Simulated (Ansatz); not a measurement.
Si(NH2)2H2 (SiN₂H₆). Total charge 0; singlet. Geometry PBE-D4/def2-TZVP; atoms count from 1.

Cartesian coordinates in Å:
```
Si -0.1682 0.0187 -0.5238
N -0.8143 -0.9950 0.7144
H -0.2253 -1.6737 1.1882
H -1.7765 -1.3124 0.6526
N 1.0950 0.9658 0.1721
H 0.9054 1.6050 0.9384
H 1.8560 1.2961 -0.4128
H -1.3809 0.7400 -1.0397
H 0.5089 -0.6445 -1.6895
```

(1) Estimate the Mulliken populations from the PBE0/def2-TZVP orbitals of Ansatz.

(2) And the Mayer bond orders between heavy atoms (over 0.3)?

Results:

(1) 
```json
{"atom": "Si1", "charge (e)": "0.45"}
{"atom": "N2", "charge (e)": "-0.63"}
{"atom": "H3", "charge (e)": "0.24"}
{"atom": "H4", "charge (e)": "0.24"}
{"atom": "N5", "charge (e)": "-0.63"}
{"atom": "H6", "charge (e)": "0.24"}
{"atom": "H7", "charge (e)": "0.24"}
{"atom": "H8", "charge (e)": "-0.07"}
{"atom": "H9", "charge (e)": "-0.07"}
```
Mulliken values depend strongly on the basis.

(2) Si1–N2 1.16 (1.73 Å); Si1–N5 1.16 (1.73 Å).
